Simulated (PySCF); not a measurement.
H₇NSi₂, SMILES [SiH3]N[SiH3], point group Cs.

Force field and properties: wB97X/6-31G* (PySCF, grid level 2). Vibrational terms come from second-order perturbation theory with semi-diagonal cubic constants, by steps of ±0.6 along the normal coordinates of each isotopologue. The parent has the commonest isotopes.

Equilibrium geometry (Å):

| atom | x | y | z |
| --- | --- | --- | --- |
| Si1 | -0.0193 | 0.9242 | -1.0199 |
| N2 | -1.5491 | 0.8311 | -0.2000 |
| Si3 | -1.8606 | 0.7259 | 1.5067 |
| H4 | 1.0006 | 1.3232 | -0.0170 |
| H5 | -0.0775 | 1.9320 | -2.1139 |
| H6 | 0.4051 | -0.3648 | -1.6365 |
| H7 | -2.3627 | 0.7490 | -0.7995 |
| H8 | -2.2285 | -0.6454 | 1.9607 |
| H9 | -2.9835 | 1.6261 | 1.8870 |
| H10 | -0.6203 | 1.1372 | 2.2121 |

Question: Give the equilibrium and ground-state rotational constants (MHz) of parent; ²H at 5.

Answer: 
```
species     Ae      Be      Ce     A0      B0      C0  Δ0 (u Å²)  harmonic ZPE (cm⁻¹)
 parent  24898  2985.1    2838  24832    2967  2827.7    -11.966                14791
²H at 5  23559  2866.9  2738.5  23213  2849.1  2740.5    -14.740                14281
```

Δ0 = Ic − Ia − Ib from the ground-state constants.

Question: How is the parent's vibrational correction B0 − Be made up?

Answer: 
| axis | harmonic | Coriolis | cubic | total (MHz) |
| --- | --- | --- | --- | --- |
| a | 85 | -833 | 683 | -65.2 |
| b | 3.39 | -9.39 | -12.1 | -18.1 |
| c | 2.6 | -4.88 | -7.93 | -10.2 |

Question: And its quartic centrifugal distortion constants from the harmonic force field?

Answer: Asymmetric top, A reduction, Ir representation: ΔJ = 1.12 kHz, ΔJK = -8.35 kHz, ΔK = 270 kHz, δJ = 0.14 kHz, δK = -112 kHz.

Question: Which nuclear quadrupole couplings χaa, χbb, χcc (MHz) does the parent show, at equilibrium and averaged?

Answer: 14N at 2: 1.2, 2.5, -3.7 and 1.2, 2.2, -3.5.

A mode lies under 250 cm⁻¹, where this perturbation treatment is rough. Internal rotors are held in one well.
